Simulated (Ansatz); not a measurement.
C2H2O2 can be A, `OC#CO`, or B, `O=C=CO`.

Computed with Ansatz on PBE0-D4/def2-TZVP structures; ΔE is electronic, products minus reactants. CBS: MP2 limit from def2 TZ/QZ plus the TZ coupled-cluster correction, frozen cores. DFT in def2-TZVPP. B3LYP here is the variant with VWN-RPA as its local correlation; programs differ in this. One conformer a species, not always the lowest.

(1) Which isomer does CCSD(T)/CBS put lower? Give the gap. (An estimate is asked.)

(2) Give E(B) − E(A) in kJ/mol with B2PLYP, r2SCAN-D4, PBE-D4, ωB97M-V, LDA (SPW92), B3LYP-D4, BLYP-D4. (Best estimate.)

(3) Does the order hold for the free energy at 298.15 K (harmonic terms from PBE0-D4)? (An estimate is asked.)

Largest T1 diagnostic: 0.016.

Results:

(1) Ansatz gave: B, by 125.7 kJ/mol.

(2) The calculation gave: B2PLYP -132.9, r2SCAN-D4 -141.8, PBE-D4 -136.4, ωB97M-V -131.4, LDA (SPW92) -119.6, B3LYP-D4 -135.3, BLYP-D4 -141.5. None reverses the order clearly.

(3) The calculation gave: Yes: G(B) − G(A) = -127.8 kJ/mol, for one conformer each.

From PBE to PBE0 (25 % exact exchange), in def2-TZVPP and without D4, E(B) − E(A) moves by +5.8 kJ/mol. At CCSD(T), def2-SVP lies −10.2 kJ/mol from the extrapolated value and def2-TZVPP −5.0 kJ/mol.
